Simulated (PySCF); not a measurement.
**Assignment exercise: C5H8**

Molfile (atoms numbered from 1):
```
C5H8
     RDKit          3D

 13 12  0  0  0  0  0  0  0  0999 V2000
    2.7379   -0.0484    0.3348 C   0  0  0  0  0  0  0  0  0  0  0  0
    1.5393   -0.1403   -0.1823 C   0  0  0  0  0  0  0  0  0  0  0  0
    0.3371   -0.2219   -0.6965 C   0  0  0  0  0  0  0  0  0  0  0  0
   -0.8509    0.5955   -0.2666 C   0  0  0  0  0  0  0  0  0  0  0  0
   -1.9544   -0.2567    0.3504 C   0  0  0  0  0  0  0  0  0  0  0  0
    3.4874    0.6311   -0.0852 H   0  0  0  0  0  0  0  0  0  0  0  0
    3.0314   -0.6494    1.2025 H   0  0  0  0  0  0  0  0  0  0  0  0
    0.1676   -0.9657   -1.4878 H   0  0  0  0  0  0  0  0  0  0  0  0
   -1.2502    1.1289   -1.1474 H   0  0  0  0  0  0  0  0  0  0  0  0
   -0.5226    1.3685    0.4453 H   0  0  0  0  0  0  0  0  0  0  0  0
   -2.8248    0.3586    0.6248 H   0  0  0  0  0  0  0  0  0  0  0  0
   -1.5969   -0.7666    1.2579 H   0  0  0  0  0  0  0  0  0  0  0  0
   -2.3006   -1.0326   -0.3509 H   0  0  0  0  0  0  0  0  0  0  0  0
  1  2  2  0
  2  3  2  0
  3  4  1  0
  4  5  1  0
  1  6  1  0
  1  7  1  0
  3  8  1  0
  4  9  1  0
  4 10  1  0
  5 11  1  0
  5 12  1  0
  5 13  1  0
M  END
```

Theoretical values (PySCF): GIAO PBE0/pcSseg-1 shieldings, geometry: PBE0-D3(BJ)/def2-SVP, spin–spin couplings from B3LYP/pcJ-1 (without the spin–dipole term). Non-relativistic, one conformer, no solvent model, one averaged value for each set of equivalent atoms.

δ = σ(ref) − σ, references computed at the same level: TMS for 13C, 1H.

Question: Assign these signals to the numbered atoms. 13C{1H} NMR (computed): δ 223.0 (C), 97.8 (CH), 78.5 (CH2), 27.2 (CH2), 17.3 (CH3).

Answer: 
| δ (ppm) | atoms | environment | reason |
| --- | --- | --- | --- |
| 223.0 | C2 | central carbon of an allene | the central sp carbon of an allene is among the most deshielded carbons of hydrocarbons |
| 97.8 | C3 | terminal carbon of a cumulated C=C=C unit | – |
| 78.5 | C1 | terminal carbon of a cumulated C=C=C unit | – |
| 27.2 | C4 | allylic sp3 CH2 | saturated and bonded to C and H only |
| 17.3 | C5 | methyl carbon | saturated and bonded to C and H only |

Question: Assign these signals to the numbered atoms. 1H NMR (400 MHz, computed): δ 5.24 (tt, J = 9.5, 8.6 Hz, 1H), 4.89 (dt, J = 8.6, 2.9 Hz, 2H), 1.95 (dqt, J = 9.5, 8.4, 2.9 Hz, 2H), 1.04 (t, J = 8.4 Hz, 3H).

Answer: 
5.24 → H8, hydrogen on a terminal carbon of a cumulated C=C=C unit: attached to an sp2 carbon and in the plane of the double bond
4.89 → H6/H7, hydrogen on a terminal carbon of a cumulated C=C=C unit
1.95 → H9/H10, hydrogen on an allylic sp3 CH2: allylic position
1.04 → H11/H12/H13, hydrogen on a methyl carbon

Multiplet labels drop couplings under 1 Hz and merge nearly equal ones. Unscaled 3J(H,H) at this level run about 9 % above measured values. Shifts are as computed. Against solution values, carbons near 30 ppm lie about +2 ppm off and those near 130 ppm about +4 ppm. Of 246 compounds with measured shifts, 49 miss one by over three times the rms of a fit or turn the order of signals round; such compounds aren't used in these exercises. Couplings across =CH–CH2 type bonds come from one rotamer and its mirror image, and can be 1–2 Hz further off.
